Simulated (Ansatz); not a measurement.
**AlHO (singlet): PBE0, B3LYP, r2SCANh over a scan of the scale of all distances, 6-31G**

How well do these functionals follow the top wave-function level for AlHO (singlet) over a scan of the scale of all distances?

Program: Ansatz 0.2.0, Gaussian basis. Level of theory: 6-31G, all electrons in the functionals. These are calculated values, not measurements.

To be run: PBE0, B3LYP, r2SCANh, at 0.895; 1.000; 1.117; 1.324; 1.482; 1.756; 2.040; 2.364.

27 further runs of the same task are left out: 18 for a known fault of the program, 5 that didn't finish, 4 set aside as unsound or not needed.

## Step 1: The geometry

The geometry derives from a PBE0/def2-TZVP stationary point (not a proven minimum). All distances are scaled together.

3 atoms, charge 0, spin multiplicity 1.

Atoms are counted from 1 here; the program's logs count them from 0.

Bond lengths: Al1–O2 1.674 Å, O2–H3 0.950 Å. Angles: Al1–O2–H3 180.0°.

No dispersion term is added. B3LYP takes the VWN-RPA correlation.

The geometry shown and the zero of energy belong to the point 1.000. The yardstick, FCI, and other wave-function levels (R restricted, U unrestricted, valence and pair active spaces) come from earlier runs.

## Step 2: PBE0, 0.895

Input file in.yaml:

```yaml
crystal:
  periodic: [false, false, false]
  atoms:
    - {symbol: Al, position_ang: [0.000000, 0.000000, 1.282528]}
    - {symbol: O, position_ang: [0.000000, 0.000000, -0.216123]}
    - {symbol: H, position_ang: [0.000000, 0.000000, -1.066405]}
basis:
  gaussian: {orbitals: 6-31G}
hamiltonian: {xc: {name: PBE0}}
output: {orbitals: {seedname: orbitals}}
```

On the command line:

```bash
> ansatz run in.yaml --threads 1 --pin off --events-out ev --progress --plain --max-ram 2393MiB
```

The runs that follow: PBE0, 1.000; PBE0, 1.117; PBE0, 1.324; PBE0, 1.482; PBE0, 1.756; PBE0, 2.040; PBE0, 2.364; B3LYP, 0.895; B3LYP, 1.000; B3LYP, 1.117; B3LYP, 1.324; B3LYP, 1.482; B3LYP, 1.756; B3LYP, 2.040; B3LYP, 2.364; r2SCANh, 0.895; r2SCANh, 1.000; r2SCANh, 1.117; r2SCANh, 1.324; r2SCANh, 1.482; r2SCANh, 1.756; r2SCANh, 2.040; r2SCANh, 2.364.

Before running them: what should the planned runs give, taken together? Wanted: span of the FCI curve; largest miss, PBE0; largest miss, B3LYP; largest miss, r2SCANh.

**Answer**, as computed:

| quantity | value |
| --- | --- |
| span of the FCI curve | 186.3 kcal/mol |
| largest miss, PBE0 | +17.2 kcal/mol (1.756) |
| largest miss, B3LYP | +11.1 kcal/mol (2.364) |
| largest miss, r2SCANh | +16.4 kcal/mol (1.756) |

What this shows: Of the functionals, B3LYP keep the smallest largest miss at the points compared (at most 11.1 kcal/mol) and PBE0 strays most (17.2 kcal/mol, at 1.756). PBE0, B3LYP, r2SCANh clearly break the spin symmetry at some points (⟨S²⟩ up to 1.65 above the pure value), so energy there is bought with a mixed spin. Functionals and the yardstick converge differently with the basis, so part of each miss in 6-31G is the basis.
